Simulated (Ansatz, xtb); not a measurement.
System: HS, net charge 0, doublet state. SMILES: [SH]
Geometry from a B3LYP-D3(BJ)/def2-TZVP (Ansatz, an electronic-structure program) optimisation:
```
S
H 1 1.3473
```
Charge 0, spin multiplicity 2.

Harmonic wavenumbers from GFN2-xTB (xtb, at its own minimum), cm⁻¹: 2461.

**Question.** Give the harmonic wavenumbers at B3LYP-D3(BJ)/def2-TZVP (Ansatz, finite differences of forces, unscaled).

**Answer.** 2661 cm⁻¹. Zero-point energy 3.8 kcal/mol.

**Question.** From these and the geometry, give the ideal-gas thermochemistry at 298.15 K and 1 atm (rigid rotor, harmonic oscillator).

**Answer.** Point group C∞v, rotational symmetry number 1. Rotational constants 284.9, 284.9 GHz. S(trans) 36.42, S(rot) 8.11, S(vib) 0.00, S(elec, spin only) 1.38, S 45.9 cal/(mol K). H(298) - H(0) 2.07 kcal/mol; G - E(el) -7.8 kcal/mol.
